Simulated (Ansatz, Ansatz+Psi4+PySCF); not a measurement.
```yaml
atoms:
  - { symbol: C, position_ang: [1.3945, -0.5148, 0.0000] }
  - { symbol: S, position_ang: [0.0000, 0.6616, 0.0000] }
  - { symbol: C, position_ang: [-1.3945, -0.5148, 0.0000] }
  - { symbol: H, position_ang: [2.3092, 0.0789, 0.0000] }
  - { symbol: H, position_ang: [1.3818, -1.1414, 0.8939] }
  - { symbol: H, position_ang: [1.3818, -1.1414, -0.8939] }
  - { symbol: H, position_ang: [-2.3092, 0.0789, 0.0000] }
  - { symbol: H, position_ang: [-1.3818, -1.1414, -0.8939] }
  - { symbol: H, position_ang: [-1.3818, -1.1414, 0.8939] }
```

Basis set: cc-pVTZ on H, C; cc-pV(T+d)Z on S (spherical functions). Left uncorrelated: 7 orbitals. Charge 0, multiplicity 1.

Computed with Ansatz (development build ahead of 0.2.0); each method stands on the lowest determinant of its kind that the runs found. Restricted open shells among the atoms or ions are ROHF, correlated in semicanonical orbitals with singles.

(1) Give the atomization energy at this shape (free ground-state atoms in the same class of orbitals less the molecule, no zero-point energy) of singlet C2H6S by RHF-MP2, RHF.

Answers

(1)

| method | atomization energy |
| --- | --- |
| RHF-MP2 | 32.64 eV |
| RHF | 25.25 eV |
